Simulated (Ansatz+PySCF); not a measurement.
# triplet S₂: levels of theory in one basis

```xyz
2

S     0.0000    0.0000   -0.9520
S     0.0000    0.0000    0.9520
```

Basis set: def2-SVP (spherical functions). Correlated methods keep 10 orbitals frozen. Correlation on ROHF uses semicanonical orbitals with singles. Charge 0, multiplicity 3.

Computed with Ansatz (development build ahead of 0.2.0); each method stands on the lowest determinant of its kind that the runs found. NEVPT2 correlates all electrons. Active spaces start from the frontier orbitals, and the lowest solution found is given.

```tsv
method	E − E(ROHF) (eV)	<S²> of the determinant
ROHF	0.00	2.00
UHF	-0.27	2.03
ROHF-MP2	-6.82	–
UHF-MP2	-6.66	2.03
ROHF-CCSD	-7.25	–
UHF-CCSD	-7.27	2.03
ROHF-CCSD(T)	-7.54	–
UHF-CCSD(T)	-7.54	2.03
CASSCF(4,4)	-0.29	–
SC-NEVPT2(4,4)	-7.20	–
SC-NEVPT2(12,8)	-6.77	–
```

Task: What does CASSCF(12,8) give on the same scale?

Result: -1.34 eV.

Task: Is a single determinant a sound starting point here?

Result: By this sign, yes. Unrestricted orbitals gain 0.27 eV and <S²> is 2.03 against 2.00 for a pure state. The CASSCF(12,8) natural occupations are 2.00, 2.00, 1.97, 1.96, 1.96, 1.03, 1.03, 0.04. The CASSCF(4,4) natural occupations are 1.98, 1.00, 1.00, 0.02.

Caution for CASSCF(4,4), SC-NEVPT2(4,4): other starts end on other solutions of this active space.
